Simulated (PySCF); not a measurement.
A family of related molecules: binary hydrides. Gas-phase values, no solvent. Strings in code marks are SMILES.

Calculation: TPSSh-D3(BJ)/def2-TZVP // PBE0-D3(BJ)/def2-TZVP (PySCF). 

A: `Br`
B: `[GeH4]`
C: `[BeH2]`
D: `[SiH4]`
E: `[MgH2]`
F: `I`

### Question
Pick the species with the lowest HOMO–LUMO gap.

### Answer
E (5.98 eV); next is F (6.13 eV).
